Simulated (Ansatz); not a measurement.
BiOBr (P4/nmm, No. 129), treated with r²SCAN+SOC (Ansatz, a program for electronic structure, plane waves, PAW).

Settings: plane-wave cutoff 560 eV, 10×10×4 k mesh (along the axes of the cell as run), Fermi–Dirac smearing 0.01 eV, PAW data made under PBE.

Cell (measured lattice):

```cif
data_Bi2Br2O2
_chemical_formula_sum 'Bi2 O2 Br2'
_space_group_name_H-M_alt 'P 1'
_space_group_IT_number 1
_cell_length_a 3.91600
_cell_length_b 3.91600
_cell_length_c 8.07700
_cell_angle_alpha 90.000
_cell_angle_beta 90.000
_cell_angle_gamma 90.000
loop_
_space_group_symop_operation_xyz
  'x, y, z'
loop_
_atom_site_label
_atom_site_type_symbol
_atom_site_fract_x
_atom_site_fract_y
_atom_site_fract_z
_atom_site_occupancy
Bi1 Bi 0.00000 0.50000 0.15400 1
Bi2 Bi 0.50000 0.00000 0.84600 1
O1 O 0.00000 0.00000 0.00000 1
O2 O 0.50000 0.50000 0.00000 1
Br1 Br 0.00000 0.50000 0.65300 1
Br2 Br 0.50000 0.00000 0.34700 1
```

Question: What does this level give for the band gap, smallest direct gap on the k points sampled and Γ–Γ gap?

Answer: 
- band gap: 2.20 eV (indirect)
- smallest direct gap on the k points sampled: 2.35 eV
- Γ–Γ gap: 2.99 eV

Note: cell and atoms aren't relaxed at this level (largest force component 0.17 eV/Å, pressure 1.8 GPa).

The computed numbers hold no vibrational or temperature effects.

Cost on a shared machine: roughly 9 core-minutes.
